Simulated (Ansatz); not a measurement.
**Graphite**

Level of theory: HSE06-D3(BJ) (PAW; Ansatz, a first-principles code).

Cell: relaxed with PBE-D3(BJ): a = b = 2.4650 Å, c = 6.7372 Å, α = β = 90.00°, γ = 120.00°.

For graphite, the interlayer binding energy comes out as 24.6 meV/Å².

Measured, for comparison: interlayer binding energy 23.3 ± 2 meV/Å² (temperature not stated, not corrected to a static lattice, bulk; as tabulated in Ning et al. (2022), arXiv:2204.11717). Computed (rounded) less measured: interlayer binding energy +6 % (inside the measured uncertainty).

Note: exact exchange on metals is sensitive to the k mesh and can open a false gap.

Static lattice: no zero-point or thermal effects.

Cost on a shared machine: about 110 core-seconds (a rough figure).
